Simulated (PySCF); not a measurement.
Species: C2H3F2 (doublet state).
Cartesian coordinates in Å at the GFN2-xTB level; atoms count from 1:
```
atom  x, y, z in Å
C1    -0.6470   -0.1532   -0.0433
C2     0.7884    0.1387   -0.2380
F3     1.6843   -0.7001    0.3041
F4     1.2077    1.4014   -0.0651
H5    -0.9435   -0.0423    1.0076
H6    -0.8493   -1.1760   -0.3510
H7    -1.2372    0.5364   -0.6414
```

Identity: `C[C](F)F` [radical].

Method used: PySCF 2.14.0, UKS B3LYP, pcH-1 on C F H, non-relativistic, mean-field spin-orbit, GIAO. Geometry: GFN2-xTB; no solvent, vibrations or thermal averaging. A GFN2-xTB geometry isn't a minimum of the functional, and hyperfine couplings can be far from their values at a DFT geometry.

**Question.** Give the principal g shifts and their parts.

**Answer.** 
```
                    Δg (ppm)     1     2     3
relativistic mass correction  -242  -242  -242
            gauge correction    11    24    32
   orbital Zeeman/spin–orbit  -195  2493  2792
                       total  -426  2275  2582
```

So g = 2.00189, 2.00459, 2.00490 and g_iso = 2.00380; the tensor is close to axial: the two nearest values differ by 10 % of g3 − g1. 

**Question.** At 9.546 GHz, how far is the centre of the isotropic spectrum from where a free electron (g = 2.002319) resonates?

**Answer.** B = hν/(g μB) with μB/h = 13.99624 MHz/mT gives 340.63 mT for the free electron and 340.37 mT at g_iso, 0.25 mT lower.

**Question.** What are the electron Larmor frequencies g μB B/h along the three axes at 330 mT?

**Answer.** 9.2463, 9.2587, 9.2602 GHz for g1, g2 and g3, a range of 13.9 MHz.

**Question.** In a frozen sample, at which fields do the three g values resonate at 9.5, 34, 94 and 263 GHz (hyperfine left aside), and which band first spreads them over more than twice a line width of 1.0 mT?

**Answer.** 
```
band    GHz  B(g3) mT  B(g2) mT  B(g1) mT  spread mT
   X    9.5    338.55    338.60    339.06       0.51
   Q   34.0   1211.64   1211.83   1213.46       1.82
   W   94.0   3349.83   3350.35   3354.87       5.03
   J  263.0   9372.41   9373.84   9386.49      14.08
```

The spread grows in proportion to the frequency. W band is the first where it exceeds 2.0 mT.

Largest spin populations (Mulliken): C2 (+0.85) and H5 (+0.08). C2 is the only atom above +0.15. The angles at C2 add up to 345.5°, so it is pyramidal.

The HOMO–LUMO gaps are 7.21 eV among the α and 9.50 eV among the β orbitals.
